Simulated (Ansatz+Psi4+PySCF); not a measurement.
The numbers below are computed, except where a source is named.
This Psi4 input gave a total energy of -107.29785 hartree.

```
molecule {
0 1
Li 0.000000 0.000000 -1.174970
F 0.000000 0.000000 0.391650
}

basis {
assign F cc-pVTZ
assign Li cc-pCVTZ
}
set reference rhf
set scf_type pk
set mp2_type conv
set cc_type conv
set num_frozen_docc 1
energy('mp2')
```

(1) Write an input for PySCF with the same method and basis set.

Results:

(1)

```python
from pyscf import gto, scf, mp

mol = gto.M(atom="""
Li 0.000000 0.000000 -1.174970
F 0.000000 0.000000 0.391650
""", basis={'F': 'cc-pvtz', 'Li': 'cc-pcvtz'}, charge=0, spin=0)
mf = scf.RHF(mol)
mf.kernel()
pt = mp.MP2(mf, frozen=1).run()
print(mf.e_tot, pt.e_corr, pt.e_tot)
```

PySCF 2.14.0 gave -107.29785 hartree, 0.00 meV from the first.
